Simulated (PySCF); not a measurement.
# C4H7O2 (2-methylpropanoate): the cost of one run

Programs: PySCF 2.14.0, with density-fitted response routines of our own. Each step states its level of theory. These are calculated values for one molecule in the gas phase, unless marked as measured. Atoms are numbered from 0 throughout.

## 1. The molecule as given

13 atoms, charge -1, multiplicity 1; geometry from: GFN2-xTB.

Bonds of the start (Å): C0–C1 1.52, C1–C2 1.52, C1–C3 1.60, C3–O4 1.24, C3–O5 1.24, C0–H6 1.09, C0–H7 1.09, C0–H8 1.09, C1–H9 1.10, C2–H10 1.09, C2–H11 1.09, C2–H12 1.09.

## 2. Relaxing the molecule at PBE0-D3(BJ)/def2-SVP

The job: settings as JSON, then the geometry in Å.

```
{"job": {"xc": "PBE0", "basis": "def2-SVP", "d3": "d3bj", "grid": 1, "kind": "geom"}, "charge": -1, "multiplicity": 1}
C     -0.700660    -1.227570     0.140500
C     -0.001550     0.009160    -0.403950
C      1.364540     0.212670     0.237410
C     -0.891020     1.330590    -0.219220
O     -2.068250     1.155660     0.117980
O     -0.298920     2.390410    -0.466210
H     -0.154910    -2.142790    -0.110660
H     -1.707050    -1.286620    -0.267910
H     -0.787240    -1.160290     1.224370
H      0.133270    -0.100920    -1.490040
H      2.068850    -0.578200    -0.039410
H      1.763330     1.173560    -0.082000
H      1.270830     0.225310     1.323700
```

Command:

```bash
OMP_NUM_THREADS=1 python probes_run.py task.json out
```

One launch serves the whole session: the jobs run in the order shown.

Q: Estimate the wall time and peak memory of this first job on 1 thread of Intel Xeon 6975P-C, shared host.

About 47 s, with a peak of 0.47 GiB.
